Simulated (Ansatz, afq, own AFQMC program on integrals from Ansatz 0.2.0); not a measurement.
**AlNH2, singlet: AFQMC among the cluster methods**

```json
{"atom": "Al", "x (Å)": "0.0000", "y (Å)": "0.0000", "z (Å)": "0.7839"}
{"atom": "N", "x (Å)": "0.0000", "y (Å)": "0.0000", "z (Å)": "-1.2366"}
{"atom": "H", "x (Å)": "0.0000", "y (Å)": "0.9250", "z (Å)": "-1.8998"}
{"atom": "H", "x (Å)": "0.0000", "y (Å)": "-0.9250", "z (Å)": "-1.8998"}
```

Connectivity, by distances: Al–NH2.

Basis cc-pVDZ. Noble-gas cores (and the filled d shells of Ga–Kr and In–Xe) are frozen. Ansatz 0.2.0 and our own AFQMC program on the same integrals; the CISD trial comes from CCSD amplitudes, and released means the phaseless constraint is let go. Free AFQMC starts from the CCSD state and is never constrained. Its projection time is finite, and what remains of the start isn't in its error. Uncertainties: one standard error, sampling alone.

Determinant: RHF, the one that the program's search chose, which needn't be the lowest solution. The geometry is a point of a scan.

No full CI on the walks' own integrals is used here; CCSDT(Q) serves as the reference and is uncertain by about the last step of the cluster series.

Cautions: higher spins were not checked; raised T1 diagnostic (T1 0.024, weight of the determinant 0.86, largest double 0.11).

The T1 diagnostic is 0.0240 and the weight of the determinant in the CISD state is 0.862. The size of the correlated space is 10 electrons in 36 orbitals.

Reference: CCSDT(Q), correlation energy -7.239 eV. The released energy is read at 2.40 1/Eh (meV from the phaseless value at times in 1/Eh: -7 ± 18 at 0.24, -6 ± 12 at 0.51, 2 ± 15 at 0.99, -3 ± 19 at 1.62, 1 ± 21 at 2.40).

```
         level  E − E(reference) (kJ/mol)  share of correlation (%)
            HF                      698.5                      0.00
           MP2                       88.0                     87.40
          CCSD                       25.7                     96.32
       CCSD(T)                        4.3                     99.39
         CCSDT                        2.5                     99.65
 ph-AFQMC/CISD                 -0.2 ± 1.9                    100.03
released AFQMC                 -0.1 ± 2.0                    100.02
    free AFQMC                 -0.8 ± 2.2                    100.11
```

Free projections are given only where their last times agree within the noise and don't stop above the reference; a slow remainder of the start can still hide under it. A walk keeps the symmetry of its determinant, which the program's search chose and which needn't be the lowest solution, so a lower state of the same spin and another symmetry isn't excluded. Released energies are given only where the last usable release times agree within the noise; a slower fall can still hide under it.
